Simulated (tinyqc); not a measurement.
MP2 on RHF in the sto-3g basis, for H2O, spin multiplicity 1, step by step. One step of it, computed by the program tinyqc.

Problem. Iteration 1: building the Fock matrix. J_ij = sum D_kl (ij|kl), K_ij = sum D_kl (ik|jl); F = H + J - 0.5 K; E = tr D H + tr D J / 2 - 0.25 tr D K + E_nn.

D at the start:
```
            1O 1s      1O 2s    1O 2px     1O 2py     1O 2pz      2H 1s      3H 1s
1O 1s    2.143319  -0.488744  0.000000   0.000000   0.017261  -0.016506  -0.016506
1O 2s   -0.488744   2.085040  0.000000   0.000000  -0.088929   0.044675   0.044675
1O 2px   0.000000   0.000000  1.308190   0.000000   0.000000   0.000000   0.000000
1O 2py   0.000000   0.000000  0.000000   1.168589   0.000000   0.116555  -0.116555
1O 2pz   0.017261  -0.088929  0.000000   0.000000   1.232561   0.061171   0.061171
2H 1s   -0.016506   0.044675  0.000000   0.116555   0.061171   0.996375   0.069617
3H 1s   -0.016506   0.044675  0.000000  -0.116555   0.061171   0.069617   0.996375
```

core Hamiltonian H = T + V (hartree):
```
             1O 1s      1O 2s     1O 2px     1O 2py     1O 2pz      2H 1s      3H 1s
1O 1s   -32.662007  -7.598861   0.000000   0.000000  -0.017503  -1.536572  -1.536572
1O 2s    -7.598861  -9.280721   0.000000   0.000000  -0.209546  -3.408562  -3.408562
1O 2px    0.000000   0.000000  -7.413292   0.000000   0.000000   0.000000   0.000000
1O 2py    0.000000   0.000000   0.000000  -7.546581   0.000000  -1.865691   1.865691
1O 2pz   -0.017503  -0.209546   0.000000   0.000000  -7.500562  -1.575014  -1.575014
2H 1s    -1.536572  -3.408562   0.000000  -1.865691  -1.575014  -4.866029  -1.426043
3H 1s    -1.536572  -3.408562   0.000000   1.865691  -1.575014  -1.426043  -4.866029
```

Two-electron integrals (ij|kl) in chemists' order, unique and non-zero (hartree):
```
(11|11) 4.785065    (21|11) 0.741380    (21|21) 0.136873    (22|11) 1.118947
(22|21) 0.256633    (22|22) 0.817206    (31|31) 0.024477    (32|31) 0.037809
(32|32) 0.180518    (33|11) 1.115814    (33|21) 0.256684    (33|22) 0.817023
(33|33) 0.880159    (41|41) 0.024477    (42|41) 0.037809    (42|42) 0.180518
(43|43) 0.047444    (44|11) 1.115814    (44|21) 0.256684    (44|22) 0.817023
(44|33) 0.785270    (44|44) 0.880159    (51|51) 0.024477    (52|51) 0.037809
(52|52) 0.180518    (53|53) 0.047444    (54|54) 0.047444    (55|11) 1.115814
(55|21) 0.256684    (55|22) 0.817023    (55|33) 0.785270    (55|44) 0.785270
(55|55) 0.880159    (61|11) 0.150880    (61|21) 0.027621    (61|22) 0.051458
(61|33) 0.051358    (61|41) 0.000991    (61|42) 0.001855    (61|44) 0.051543
(61|51) 0.000802    (61|52) 0.001501    (61|54) 0.000149    (61|55) 0.051479
(61|61) 0.005647    (62|11) 0.367451    (62|21) 0.085334    (62|22) 0.300906
(62|33) 0.295791    (62|41) 0.004981    (62|42) 0.038066    (62|44) 0.304892
(62|51) 0.004030    (62|52) 0.030801    (62|54) 0.007364    (62|55) 0.301750
(62|61) 0.017557    (62|62) 0.137235    (63|31) 0.008924    (63|32) 0.051968
(63|43) 0.007907    (63|53) 0.006398    (63|63) 0.019546    (64|11) 0.205846
(64|21) 0.048422    (64|22) 0.182323    (64|33) 0.174052    (64|41) 0.011401
(64|42) 0.073805    (64|44) 0.195181    (64|51) 0.002004    (64|52) 0.017670
(64|54) 0.010699    (64|55) 0.177532    (64|61) 0.010402    (64|62) 0.101004
(64|64) 0.093029    (65|11) 0.166563    (65|21) 0.039181    (65|22) 0.147529
(65|33) 0.140836    (65|41) 0.002004    (65|42) 0.017670    (65|44) 0.145137
(65|51) 0.010545    (65|52) 0.066266    (65|54) 0.011387    (65|55) 0.156448
(65|61) 0.008417    (65|62) 0.081728    (65|64) 0.059459    (65|65) 0.067658
(66|11) 0.507400    (66|21) 0.119750    (66|22) 0.484275    (66|33) 0.464700
(66|41) 0.009048    (66|42) 0.095341    (66|44) 0.499825    (66|51) 0.007321
(66|52) 0.077147    (66|54) 0.028422    (66|55) 0.487697    (66|61) 0.024857
(66|62) 0.278115    (66|64) 0.233676    (66|65) 0.189082    (66|66) 0.774606
(71|11) 0.150880    (71|21) 0.027621    (71|22) 0.051458    (71|33) 0.051358
(71|41) -0.000991   (71|42) -0.001855   (71|44) 0.051543    (71|51) 0.000802
(71|52) 0.001501    (71|54) -0.000149   (71|55) 0.051479    (71|61) 0.005561
(71|62) 0.017018    (71|64) 0.009213    (71|65) 0.008165    (71|66) 0.023837
(71|71) 0.005647    (72|11) 0.367451    (72|21) 0.085334    (72|22) 0.300906
(72|33) 0.295791    (72|41) -0.004981   (72|42) -0.038066   (72|44) 0.304892
(72|51) 0.004030    (72|52) 0.030801    (72|54) -0.007364   (72|55) 0.301750
(72|61) 0.017018    (72|62) 0.111717    (72|64) 0.056629    (72|65) 0.064727
(72|66) 0.186261    (72|71) 0.017557    (72|72) 0.137235    (73|31) 0.008924
(73|32) 0.051968    (73|43) -0.007907   (73|53) 0.006398    (73|63) 0.015401
(73|73) 0.019546    (74|11) -0.205846   (74|21) -0.048422   (74|22) -0.182323
(74|33) -0.174052   (74|41) 0.011401    (74|42) 0.073805    (74|44) -0.195181
(74|51) -0.002004   (74|52) -0.017670   (74|54) 0.010699    (74|55) -0.177532
(74|61) -0.009213   (74|62) -0.056629   (74|64) -0.013767   (74|65) -0.032079
(74|66) -0.083672   (74|71) -0.010402   (74|72) -0.101004   (74|74) 0.093029
(75|11) 0.166563    (75|21) 0.039181    (75|22) 0.147529    (75|33) 0.140836
(75|41) -0.002004   (75|42) -0.017670   (75|44) 0.145137    (75|51) 0.010545
(75|52) 0.066266    (75|54) -0.011387   (75|55) 0.156448    (75|61) 0.008165
(75|62) 0.064727    (75|64) 0.032079    (75|65) 0.052334    (75|66) 0.118229
(75|71) 0.008417    (75|72) 0.081728    (75|74) -0.059459   (75|75) 0.067658
(76|11) 0.141660    (76|21) 0.033207    (76|22) 0.127190    (76|33) 0.124158
(76|44) 0.126587    (76|51) 0.002452    (76|52) 0.022318    (76|55) 0.130688
(76|61) 0.006766    (76|62) 0.057778    (76|64) 0.036708    (76|65) 0.038678
(76|66) 0.121572    (76|71) 0.006766    (76|72) 0.057778    (76|74) -0.036708
(76|75) 0.038678    (76|76) 0.029918    (77|11) 0.507400    (77|21) 0.119750
(77|22) 0.484275    (77|33) 0.464700    (77|41) -0.009048   (77|42) -0.095341
(77|44) 0.499825    (77|51) 0.007321    (77|52) 0.077147    (77|54) -0.028422
(77|55) 0.487697    (77|61) 0.023837    (77|62) 0.186261    (77|64) 0.083672
(77|65) 0.118229    (77|66) 0.331405    (77|71) 0.024857    (77|72) 0.278115
(77|74) -0.233676   (77|75) 0.189082    (77|76) 0.121572    (77|77) 0.774606
```

nuclear repulsion = 8.71063980 hartree

Give: Coulomb J; exchange K; Fock matrix F; total energy of this density.

Solution.

Coulomb J (hartree):
```
         1O 1s  1O 2s  1O 2px  1O 2py  1O 2pz  2H 1s   3H 1s
1O 1s   17.226  3.231   0.000   0.000   0.013  0.653   0.653
1O 2s    3.231  8.036   0.000   0.000   0.156  2.988   2.988
1O 2px   0.000  0.000   7.990   0.000   0.000  0.000   0.000
1O 2py   0.000  0.000   0.000   8.059   0.000  1.816  -1.816
1O 2pz   0.013  0.156   0.000   0.000   8.036  1.522   1.522
2H 1s    0.653  2.988   0.000   1.816   1.522  5.030   1.287
3H 1s    0.653  2.988   0.000  -1.816   1.522  1.287   5.030
```

exchange K (hartree):
```
        1O 1s  1O 2s  1O 2px  1O 2py  1O 2pz  2H 1s   3H 1s
1O 1s   9.915  1.689   0.000   0.000   0.018  0.379   0.379
1O 2s   1.689  2.778   0.000   0.000   0.154  1.259   1.259
1O 2px  0.000  0.000   1.712   0.000   0.000  0.000   0.000
1O 2py  0.000  0.000   0.000   1.831   0.000  0.587  -0.587
1O 2pz  0.018  0.154   0.000   0.000   1.791  0.545   0.545
2H 1s   0.379  1.259   0.000   0.587   0.545  1.406   0.582
3H 1s   0.379  1.259   0.000  -0.587   0.545  0.582   1.406
```

Fock matrix F (hartree):
```
          1O 1s   1O 2s  1O 2px  1O 2py  1O 2pz   2H 1s   3H 1s
1O 1s   -20.393  -5.212   0.000   0.000  -0.013  -1.073  -1.073
1O 2s    -5.212  -2.634   0.000   0.000  -0.130  -1.050  -1.050
1O 2px    0.000   0.000  -0.280   0.000   0.000   0.000   0.000
1O 2py    0.000   0.000   0.000  -0.403   0.000  -0.343   0.343
1O 2pz   -0.013  -0.130   0.000   0.000  -0.361  -0.326  -0.326
2H 1s    -1.073  -1.050   0.000  -0.343  -0.326  -0.539  -0.430
3H 1s    -1.073  -1.050   0.000   0.343  -0.326  -0.430  -0.539
```

total energy of this density = -75.37180 hartree

This density is the starting one; it is not idempotent, so its energy is not variational and may lie below the converged one.
